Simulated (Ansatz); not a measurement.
# SiPH₃ (singlet): from Hartree-Fock to the top rungs at a displaced geometry (v2), cc-pVDZ

How much of the correlation energy of SiPH₃ (singlet) does each wave-function method recover here?

The runs use Ansatz 0.2.0, Gaussian basis; cc-pVDZ, core rule «outside noble gas», up to 10 orbitals frozen.

To be run: UHF; CCSD(T) on RHF; BCCD(T) on RHF; CISD; CCSDT(Q) on RHF.

12 further runs of the same task are left out: 3 that didn't finish, 9 set aside as unsound or not needed. Runs told in other sessions of the task aren't counted.

**1. The system**

The geometry is a PBE0/def2-TZVP stationary point (not a proven minimum) with its atoms shifted at random (size 0.100 Å).

5 atoms, charge 0, spin multiplicity 1.

Atoms are counted from 1 here; the program's logs count them from 0.

Bond lengths: Si1–P2 2.054 Å, Si1–H3 1.700 Å, Si1–H4 1.447 Å, Si1–H5 1.525 Å, P2–H3 1.603 Å. Angles: P2–Si1–H3 49.5°, P2–Si1–H4 129.7°, P2–Si1–H5 122.7°, H3–Si1–H4 113.9°, H3–Si1–H5 111.3°, H4–Si1–H5 107.6°, Si1–P2–H3 53.7°, Si1–H3–P2 76.8°.

**2. UHF**

The input, in.yaml:

```yaml
crystal:
  periodic: [false, false, false]
  atoms:
    - {symbol: Si, position_ang: [0.057359, -0.000901, 1.012792]}
    - {symbol: P, position_ang: [-0.100871, 0.007473, -1.034862]}
    - {symbol: H, position_ang: [1.259926, -0.024950, -0.188316]}
    - {symbol: H, position_ang: [0.172302, 1.107433, 1.935783]}
    - {symbol: H, position_ang: [0.069244, -1.287009, 1.832900]}
basis:
  gaussian: {orbitals: cc-pVDZ}
magnetization: {spin_polarized: true, initial_magnetization: 0}
hamiltonian: {xc: hf}
output: {orbitals: {seedname: orbitals}}
```

Command:

```bash
$ ansatz run in.yaml --threads 1 --pin off --events-out ev --progress --plain --max-ram 2393MiB
```

Further steps of the session: CCSD(T) on RHF; BCCD(T) on RHF; CISD; CCSDT(Q) on RHF.

**Question.** What will the summary of the whole plan be? Wanted: RCCSDT(Q) from the RHF energy; RMP2 from RCCSDT(Q); RCCSD from RCCSDT(Q); RCCSD(T) from RCCSDT(Q); T1 diagnostic.

The runs gave:

```
                         quantity          value
    RCCSDT(Q) from the RHF energy     -7.1161 eV
              RMP2 from RCCSDT(Q)  +124.7 kJ/mol
             RCCSD from RCCSDT(Q)   +27.6 kJ/mol
          RCCSD(T) from RCCSDT(Q)    +4.5 kJ/mol
levels within 1 kcal/mol (43 meV)         RCCSDT
                    T1 diagnostic          0.015
```

RCCSD(T) misses by +4.5 kJ/mol, 0.7 % of the correlation energy. These misses are within one basis, not against nature.
